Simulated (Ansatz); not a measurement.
A nudged elastic band was laid between two geometries of CH8Si2 + H2 (13 atoms, charge 0, multiplicity 1).

The calculation used RKS PBE/6-31G* in Ansatz 0.2.0.

- movable images: 5
- climbing image: yes
- spring: 5.0 eV/Å²
- optimiser: quadratic models (default)
- start path: through a guess of the saddle point
- force threshold: 0.05 eV/Å
- iteration limit: 60
- end points: relaxed

First end point:

```xyz
13
Properties=species:S:1:pos:R:3
Si -0.031 0.410 0.117
Si -0.221 0.298 2.459
H -1.635 -0.001 2.874
H 0.661 -0.771 3.039
H 0.168 1.606 3.091
H 1.415 0.622 -0.239
C -1.095 1.797 -0.630
H -2.162 1.642 -0.397
H -0.798 2.780 -0.229
H -0.984 1.824 -1.727
H -0.434 -0.919 -0.464
H 1.700 -3.180 0.691
H 1.782 -2.907 1.385
```

Last end point:

```xyz
13
Properties=species:S:1:pos:R:3
Si 0.115 -0.302 -1.282
Si 0.189 -0.007 3.523
H -1.181 -0.419 3.076
H 0.507 -0.660 4.834
H 0.233 1.483 3.683
H 1.572 0.011 -1.477
C -0.813 1.195 -0.588
H -1.880 0.960 -0.439
H -0.392 1.504 0.383
H -0.745 2.054 -1.276
H -0.452 -0.713 -2.611
H 0.015 -1.478 -0.353
H 1.197 -0.426 2.496
```

**Question.** Which bonds break or form, and what moves?

**Answer.** Bonds broken: Si1–Si2, H12–H13. Bonds formed: Si1–H12, Si2–H13. CH8Si2 + H2 becomes CH6Si + H4Si.

**Question.** Give the energies along the band, and the barrier.

**Answer.** The run converged. The highest image is number 3 of 0 to 6, 2.97 eV above the first end and 3.08 eV above the last; the last end lies 0.11 eV below the first. Neighbouring images differ by up to 2.4 eV, so the band resolves the path poorly. A vibrational analysis at the climbing image gives one clearly imaginary mode, 1488i cm⁻¹: a first-order saddle point. The orbitals stay closed-shell, which can raise the energy where a bond breaks towards radicals; this wasn't checked here.

```csv
image,path coordinate (Å),energy (eV),Si1–Si2 (Å),H12–H13 (Å),Si1–H12 (Å)
0,0.00,0.00,2.35,0.75,4.03
1,1.21,0.04,2.35,0.75,3.20
2,2.42,0.56,2.40,0.76,2.48
3,3.63,2.97,2.79,1.13,1.72
4,5.00,0.54,3.56,1.72,1.50
5,6.36,-0.07,4.29,2.37,1.50
6,7.73,-0.11,4.81,3.26,1.50
```

**Question.** What is the geometry of the highest image?

**Answer.** 
```xyz
13
Properties=species:S:1:pos:R:3
Si 0.250 -0.219 -0.212
Si -0.044 0.061 2.543
H -1.533 0.136 2.731
H 0.510 -0.865 3.597
H 0.540 1.426 2.775
H 1.627 0.262 -0.566
C -0.862 1.334 -0.264
H -1.896 1.139 0.068
H -0.455 2.187 0.304
H -0.905 1.620 -1.336
H -0.492 -1.150 -1.145
H 1.024 -1.663 0.309
H 0.602 -1.066 1.165
```

Run time: 2 min on 1 thread of Intel(R) Xeon(R) 6975P-C (Granite Rapids), on a shared host, peak memory 0.13 GiB.
